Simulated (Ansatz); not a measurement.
**One shape, several levels: NH+ (SMILES [NH+])**

We compute a comparison of 6 runs (U-r2SCAN0/3-21G, UPBE0/3-21G, UBLYP/6-311G**, UCAM-B3LYP/6-311G**, RPA@PBE/6-311G**, UMP2/6-311G**) of NH+. 

The results are computed with Ansatz 0.2.0.

8 further runs of the same task are left out: 2 that didn't finish, 6 set aside as unsound or not needed.

## (1) The system as given

NH+: 2 atoms, total charge +1, spin state doublet. SMILES: `[NH+]`. The H2–N1 distance was set to 2.185 Å, away from the relaxed value.

## (2) The energy at U-r2SCAN0/3-21G (run 1)

File input.yaml:

```yaml
crystal:
  periodic: [false, false, false]
  atoms:
    - {symbol: "N", position_ang: [0.000000, 0.000000, -1.092650]}
    - {symbol: H, position_ang: [0.000000, 0.000000, 1.092650]}
basis:
  gaussian: {orbitals: 3-21G.json}
total_charge: 1
magnetization: {spin_polarized: true, initial_magnetization: 1}
hamiltonian: {xc: {name: r2SCAN0}}
accuracy: high
```

The basis set 3-21G is read from a file made from the Basis Set Exchange's data (not shown).

Command:

```console
ansatz run input.yaml --threads 1 --pin off --max-ram 2610MiB --events-out events.jsonl --progress --plain --runs-dir runs
```

Output:

```text
Warning: RAYON_NUM_THREADS=1 ignored (pool sized by the plan → 1); use --threads N
Functional definition: r2SCAN0
  name "r2SCAN0"
  parameter a = 0.25
  parameter k0 = 0.174
  parameter k1 = 0.065
  parameter a1 = 4.9479
  exchange = (1 - a)*r2scan_x(k0 = k0, k1 = k1, a1 = a1) + a*exact_x
  correlation = r2scan_c
207 factors; integrals over basis functions are off by at most 2.0e-8 eV
mean field evaluation 1: about -1473.2481 eV, gradient 2.0e1 eV
mean field evaluation 2: about -1461.4650 eV, gradient 3.9e1 eV
mean field evaluation 4: about -1476.5463 eV, gradient 3.3e0 eV
mean field evaluation 8: about -1476.3972 eV, gradient 2.3e0 eV
mean field evaluation 16: about -1477.4193 eV, gradient 1.3e0 eV
mean field evaluation 32: about -1475.3006 eV, gradient 1.4e1 eV
mean field evaluation 64: about -1477.0180 eV, gradient 2.5e0 eV
mean field evaluation 96: about -1477.6452 eV, gradient 1.2e-1 eV
mean field -1477.65334530 eV, -54.3027588503 hartree, gradient 1.7e-8 eV, S^2 1.755816; 7 other end points of the search recorded, 0 dependent functions left out
reference -1477.65334561 eV, -54.3027588616 hartree; 4, 3 occupied and 7, 8 virtual orbitals, 207 factors
Total energy: -1477.65334561 eV, -54.3027588616 hartree
```

Wall time 6.6 s (1 thread of Arm Neoverse V1, shared host); peak memory 0.11 GiB.

## (3) The energy at UPBE0/3-21G (run 2)

File run.yaml:

```yaml
crystal:
  periodic: [false, false, false]
  atoms:
    - {symbol: N, position_ang: [0.000000, 0.000000, -1.092650]}
    - {symbol: H, position_ang: [0.000000, 0.000000, 1.092650]}
basis:
  gaussian:
    orbitals: 3-21G.json
magnetization:
  spin_polarized: true
  initial_magnetization: 1
total_charge: 1
accuracy: high
hamiltonian:
  xc: pbe0
```

The basis set 3-21G is read from a file made from the Basis Set Exchange's data (not shown).

Command:

```console
ansatz run run.yaml --threads 1 --pin off --max-ram 2610MiB --events-out events.jsonl --progress --plain --runs-dir runs
```

Output (excerpt; [...] marks lines left out):

```text
Warning: RAYON_NUM_THREADS=1 ignored (pool sized by the plan → 1); use --threads N
Functional definition: PBE0
  name "PBE0"
[...]
207 factors; integrals over basis functions are off by at most 2.0e-8 eV
[...]
mean field -1476.85399975 eV, -54.2733834432 hartree, gradient 1.6e-8 eV, S^2 1.753920; 6 other end points of the search recorded, 0 dependent functions left out
reference -1476.85400077 eV, -54.2733834808 hartree; 4, 3 occupied and 7, 8 virtual orbitals, 207 factors
Total energy: -1476.85400077 eV, -54.2733834808 hartree
```

Wall time 1.8 s (1 thread of Arm Neoverse V1, shared host).

## (4) A single-point energy at UBLYP/6-311G(d,p) (run 3)

File molecule.yaml:

```yaml
crystal:
  periodic: [false, false, false]
  atoms:
    - {symbol: "N", position_ang: [0.000000, 0.000000, -1.092650]}
    - {symbol: H, position_ang: [0.000000, 0.000000, 1.092650]}
basis:
  gaussian:
    orbitals: 6-311G_st__st_.json
total_charge: 1
magnetization:
  spin_polarized: true
  initial_magnetization: 1
hamiltonian:
  xc: {name: BLYP}
accuracy: high
```

The basis set 6-311G** is read from a file made from the Basis Set Exchange's data (not shown).

Command:

```console
ansatz run molecule.yaml --threads 1 --pin off --max-ram 2610MiB --events-out events.jsonl --progress --plain --runs-dir runs
```

Output (excerpt; [...] marks lines left out):

```text
Warning: RAYON_NUM_THREADS=1 ignored (pool sized by the plan → 1); use --threads N
Functional definition: BLYP
  name "BLYP"
[...]
349 factors; integrals over basis functions are off by at most 4.7e-9 eV
[...]
mean field -1486.81098776 eV, -54.6392960036 hartree, gradient 6.4e-8 eV, S^2 1.729799; 14 other end points of the search recorded, 0 dependent functions left out
reference -1486.81102056 eV, -54.6392972087 hartree; 4, 3 occupied and 20, 21 virtual orbitals, 349 factors
Total energy: -1486.81102056 eV, -54.6392972087 hartree
```

It took 4.8 s on 1 thread of Arm Neoverse V1, shared host.

Runs 4 to 5 aren't shown in full; the table further down has their settings and results.

## (5) The energy at UMP2/6-311G(d,p) (run 6)

Changes to input.yaml since step 2:

```diff
@@ -6,6 +6,6 @@
 basis:
-  gaussian: {orbitals: 3-21G.json}
+  gaussian: {orbitals: 6-311G_st__st_.json}
 total_charge: 1
 magnetization: {spin_polarized: true, initial_magnetization: 1}
-hamiltonian: {xc: {name: r2SCAN0}}
+correlation: {method: mp2, frozen_orbitals: {H: 0, "N": 1}}
 accuracy: high
```

The basis set 6-311G** is read from a file made from the Basis Set Exchange's data (not shown).

Command:

```console
ansatz run input.yaml --threads 1 --pin off --max-ram 2610MiB --events-out events.jsonl --progress --plain --runs-dir runs
```

Output (excerpt; [...] marks lines left out):

```text
Warning: RAYON_NUM_THREADS=1 ignored (pool sized by the plan → 1); use --threads N
Functional definition: HF
  name "HF"
[...]
349 factors; integrals over basis functions are off by at most 4.7e-9 eV
[...]
mean field -1480.49025963 eV, -54.4070135290 hartree, gradient 2.1e-8 eV, S^2 1.775111; 17 other end points of the search recorded, 0 dependent functions left out
1 core orbitals not correlated: weight in the atoms' cores, before any rotation towards them, 1.000 or more for the frozen orbitals, at most 0.000 for the correlated occupied ones
reference -1480.49025963 eV, -54.4070135290 hartree; 3, 2 occupied and 20, 21 virtual orbitals, 349 factors
second order -1.83378965 eV of doubles, -0.00000000 eV of singles
Total energy: -1482.32404928 eV, -54.4744040556 hartree
```

It took 0.45 s on 1 thread of Arm Neoverse V1, shared host.

## (6) The series

```csv
run,level,frozen core orbitals,energy (Eh),⟨S²⟩,wall time
1,U-r2SCAN0/3-21G,–,-54.302759,1.756,6.6 s
2,UPBE0/3-21G,–,-54.273383,1.754,1.8 s
3,UBLYP/6-311G**,–,-54.639297,1.730,4.8 s
4,UCAM-B3LYP/6-311G**,–,-54.608897,1.758,4.2 s
5,RPA@PBE/6-311G**,1,-54.604057,1.755,6.6 s
6,UMP2/6-311G**,1,-54.474404,1.775,0.45 s
```

## (7) Results

| quantity | value |
| --- | --- |
| run 6: total energy | -54.47440 Eh |
| run 6: correlation energy (1 core orbital frozen) | -67.4 mEh |
| run 6: ⟨S²⟩ of the reference determinant | 1.775 |

In words: Totals of different functionals can't be ranked against each other. Spin contamination of the reference: run 6 ⟨S²⟩ = 1.78, run 4 ⟨S²⟩ = 1.76, run 1 ⟨S²⟩ = 1.76, run 5 ⟨S²⟩ = 1.75, run 2 ⟨S²⟩ = 1.75, run 3 ⟨S²⟩ = 1.73. Where it is this large, the reference is a mixture of spin states, and values that rest on it are in doubt. All runs together took 24 s, the longest 6.6 s.
